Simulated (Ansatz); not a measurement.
# P3: the cost of one run

Method: def2-TZVPP, core rule «outside noble gas», up to 15 orbitals frozen; program: Ansatz 0.2.0, Gaussian basis.

To be run: UHF; ROHF; CCSD(T) on UHF.

## (1) The geometry

The geometry is a PBE0/def2-TZVP stationary point (not a proven minimum) of the parent state, kept for this charge and spin.

3 atoms, charge 0, spin multiplicity 6.

Atoms are counted from 1 here; the program's logs count them from 0.

Bond lengths: P1–P2 2.056 Å, P2–P3 2.056 Å. Angles: P1–P2–P3 107.7°.

Coordinates:

```xyz
3

P     0.0000   -0.4043    1.6597
P     0.0000    0.8086    0.0000
P     0.0000   -0.4043   -1.6597
```

## (2) UHF

File in.yaml:

```yaml
crystal:
  periodic: [false, false, false]
  atoms:
    - {symbol: P, position_ang: [0.000000, -0.404315, 1.659704]}
    - {symbol: P, position_ang: [0.000000, 0.808631, 0.000000]}
    - {symbol: P, position_ang: [0.000000, -0.404315, -1.659704]}
basis:
  gaussian: {orbitals: def2-TZVPP}
magnetization: {spin_polarized: true, initial_magnetization: 5}
hamiltonian: {xc: hf}
output: {orbitals: {seedname: orbitals}}
```

Started as:

```
ansatz run in.yaml --threads 1 --pin off --events-out ev --progress --plain --max-ram 4096MiB --backend cpu
```

**Question.** How long does this run take on 1 thread of AMD EPYC 7R13, shared host, and how much memory does it need?

About 17 s, with a peak of 0.43 GiB.
